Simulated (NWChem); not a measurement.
# doublet NaCl−: levels of theory compared

Aim: a comparison of 4 runs (UHF/STO-3G, UHF/3-21G, UB3LYP/6-31G*) of doublet NaCl−. 

Program for the calculation: NWChem 7.3.0.

10 further runs of the same task are left out: 10 set aside as unsound or not needed.

## 1. The structure to begin with

The species is NaCl− (2 atoms), meant as a doublet with charge -1. SMILES of the parent species: `[Na][Cl]`. Geometry: relaxed at PBE0-D4/def2-TZVP. That shape belongs to the parent species and isn't relaxed for this state.

Bond lengths: Na1–Cl2 2.358 Å.

## 2. The energy at UHF/STO-3G (run 1)

Input file run.py:

```python
from ase import Atoms
from ase.calculators.nwchem import NWChem

system = Atoms(['Na', 'Cl'], positions=[
    [-0.989600, 0.304100, -0.517000],
    [1.019100, -0.364200, 0.521000],
])

calc = NWChem(
    label='job',
    theory='scf',
    memory='2200 mb',
    basis='STO-3G',
    basispar='spherical bse',
    charge=-1,
    scf={'nopen': '1', 'uhf': None, 'thresh': '1e-08', 'maxiter': '80'},
    task='energy',
)
system.calc = calc

e = system.get_potential_energy()
print(f"E = {e:.6f} eV")
```

Launch:

```
$ export ASE_NWCHEM_COMMAND="nwchem PREFIX.nwi > PREFIX.nwo"
$ python run.py
```

The program printed:

```text
E = -16711.945127 eV
```

The calculator wrote job.nwi:

```
title "job"

permanent_dir job

scratch_dir job

start job

geometry units angstrom nocenter noautosym noautoz
  Na -9.8960000000000004e-01 3.0409999999999998e-01 -5.1700000000000002e-01
  Cl 1.0190999999999999e+00 -3.6420000000000002e-01 5.2100000000000002e-01
end

charge -1

memory 2200 mb

basis spherical bse noprint
   * library STO-3G
end

scf
  nopen 1
  uhf
  thresh 1e-08
  maxiter 80
end

task scf energy
```

job.nwo:

```text
Northwest Computational Chemistry Package (NWChem) 7.3.0
             --------------------------------------------------------

           Job information
           ---------------

    nwchem branch   = 7.3.0
    use scalapack   = T
    input           = job.nwi
    prefix          = job.
    data base       = job/job.db
    status          = startup
    nproc           =        1

           Memory information
           ------------------

    heap     =     72089596 doubles =      550.0 Mbytes
    stack    =     72089601 doubles =      550.0 Mbytes
    global   =    144179200 doubles =     1100.0 Mbytes (distinct from heap & stack)
    total    =    288358397 doubles =     2200.0 Mbytes
    verify   = yes
    hardfail = no

           Directory information
           ---------------------

  0 permanent = job
  0 scratch   = job

                                NWChem Input Module
                                -------------------

                                        job
                                        ---

[... 21 lines left out ...]
            Nuclear Dipole moment (a.u.)
[... 59 lines left out ...]
 1-e energy   =    -973.432207
[... 7 lines left out ...]
         Quadratically convergent UHF
[... 14 lines left out ...]
       Final UHF  results
[... 3 lines left out ...]
      One electron energy =   -951.913017514889
[... 1 line left out ...]
 Nuclear repulsion energy =     41.970737305388
[... 30 lines left out ...]
          Final beta eigenvalues
[... 126 lines left out ...]
                     UHF Final Beta Molecular Orbital Analysis
[... 123 lines left out ...]
    Atom       Charge   Shell Charges
 -----------   ------   -------------------------------------------------------
    1 Na  11     6.04   1.00  1.00  2.64  0.92  0.48
    2 Cl  17     8.96   1.00  1.00  3.00  1.00  2.96

   Mulliken analysis of the beta density
   -------------------------------------

    Atom       Charge   Shell Charges
 -----------   ------   -------------------------------------------------------
    1 Na  11     5.06   1.00  0.96  2.65  0.07  0.38
    2 Cl  17     8.94   1.00  1.00  3.00  1.00  2.95

   Mulliken analysis of the spin density
   -------------------------------------

    Atom       Charge   Shell Charges
 -----------   ------   -------------------------------------------------------
    1 Na  11     0.98   0.00  0.04 -0.01  0.85  0.10
    2 Cl  17     0.02   0.00  0.00  0.00  0.00  0.01

       Multipole analysis of the density wrt the origin
       ------------------------------------------------

     L   x y z        total         alpha         beta         nuclear
     -   - - -        -----         -----         ----         -------
     0   0 0 0     -1.000000    -15.000000    -14.000000     28.000000

     1   1 0 0     -1.136214     -5.467357     -7.836992     12.168135
[... 8 lines of this table left out ...]
     2   0 0 2    -14.879667    -22.528775    -19.329126     26.978234

 Task  times  cpu:        0.2s     wall:        0.2s
 Total times  cpu:        0.2s     wall:        0.2s
```

It took 1.2 s on 1 thread of Intel Xeon Platinum 8375C at 2.90GHz (Ice Lake), shared host; peak memory 0.098 GiB.

## 3. The energy at UHF/3-21G (run 2)

Input file geom.nw:

```
start geom
title "ClNa energy"
memory 2200 mb
charge -1
geometry noautosym nocenter noautoz
   Na      -0.989600       0.304100      -0.517000
   Cl       1.019100      -0.364200       0.521000
end
basis spherical bse
   * library 3-21G
end
scf
   doublet
   uhf
   thresh 1e-08
   maxiter 80
end
task scf
```

Launch:

```
$ nwchem geom.nw > geom.out
```

The program printed:

```text
[...]
  functions       =    26
[...]
  wavefunction    = UHF
[...]
         Total SCF energy =   -618.263103276666
      One electron energy =   -950.156830745722
      Two electron energy =    289.922990163667
 Nuclear repulsion energy =     41.970737305388
                       Sz =      0.5000
                 Sz(Sz+1) =      0.7500
                      S^2 =      0.7503
[...]
```

It took 0.97 s on 1 thread of Intel Xeon Platinum 8375C at 2.90GHz (Ice Lake), shared host; peak memory 0.097 GiB.

Run 3 isn't shown in full; the table further down has it.

## 4. The energy at UB3LYP/6-31G(d) (Cartesian functions) (run 4)

Input file clna.nw:

```
start clna
title "ClNa"
memory stack 880 mb heap 220 mb global 1100 mb
charge -1

geometry units au noautosym nocenter noautoz
Na  -1.87007297   0.57466571  -0.97698841
Cl   1.92581989  -0.68823825   0.98454731
end

basis
Na library 6-31G*
Cl library 6-31G*
end

dft
xc b3lyp
mult 2
grid xfine
convergence energy 1e-08
iterations 100
mulliken
end

task dft energy
```

Launch:

```
$ nwchem clna.nw > clna.out
```

The program printed:

```text
[...]
          Wavefunction type:  spin polarized.
          No. of atoms     :     2
          No. of electrons :    29
[...]
          Charge           :    -1
          Spin multiplicity:     2
[...]
          AO basis - number of functions:    38
[...]
              XC Information
              --------------
                         B3LYP Method XC Potential
                     Hartree-Fock (Exact) Exchange  0.200
                        Slater Exchange Functional  0.800 local
                    Becke 1988 Exchange Functional  0.720 non-local
              Lee-Yang-Parr Correlation Functional  0.810
                  VWN I RPA Correlation Functional  0.190 local
[...]
 d= 0,ls=0.0,diis     1   -622.4989355497 -6.64D+02  7.79D-02  1.82D-01     0.7
[...]
 d= 0,ls=0.0,diis     8   -622.5862226058 -1.69D-10  4.46D-07  1.26D-10     4.3
[...]
         Total DFT energy =     -622.586222605821
      One electron energy =     -953.644560885483
           Coulomb energy =      332.004685915913
    Exchange-Corr. energy =      -42.917081985843
 Nuclear repulsion energy =       41.970734349592
[...]
      Total Density - Mulliken Population Analysis
     ---------------------------------------------
    Atom       Charge   Shell Charges
 -----------   ------   -------------------------------------------------------
    1 Na  11    11.33   2.00  2.00  5.97 -0.02  0.20  0.79  0.23  0.15
    2 Cl  17    17.67   2.00  1.99  5.97  1.43  3.59  0.61  2.14 -0.06
[...]
      <S2> =      0.7501 (Exact =     0.7500)
[...]
```

It took 5.1 s on 1 thread of Intel Xeon Platinum 8375C at 2.90GHz (Ice Lake), shared host; peak memory 0.11 GiB.

## 5. Overview of the runs

```csv
run,level,iteration cap,module,energy (Eh),HOMO energy (eV),LUMO energy (eV),⟨S²⟩,wall time
1,UHF/STO-3G,80,scf,-614.152661,9.78,21.95,0.750,1.2 s
2,UHF/3-21G,80,scf,-618.263103,-0.59,4.22,0.750,0.97 s
3,UB3LYP/6-31G* (spherical functions),100,dft,-622.582414,–,–,0.750,5.1 s
4,UB3LYP/6-31G* (Cartesian functions),100,dft,-622.586223,0.88,2.44,0.750,5.1 s
```

## 6. Results

| quantity | value |
| --- | --- |
| run 4: total energy | -622.58622 Eh |
| run 4: HOMO energy (highest over α and β) | 0.88 eV |
| run 4: LUMO energy (lowest over α and β) | 2.44 eV |
| run 4: ⟨S²⟩ | 0.750 |

In runs 1, 4 the HOMO lies above zero, so the outermost electron may be held by the basis alone. In run 1 the basis is minimal, so the values are rough. All runs together took 12 s, the longest 5.1 s.
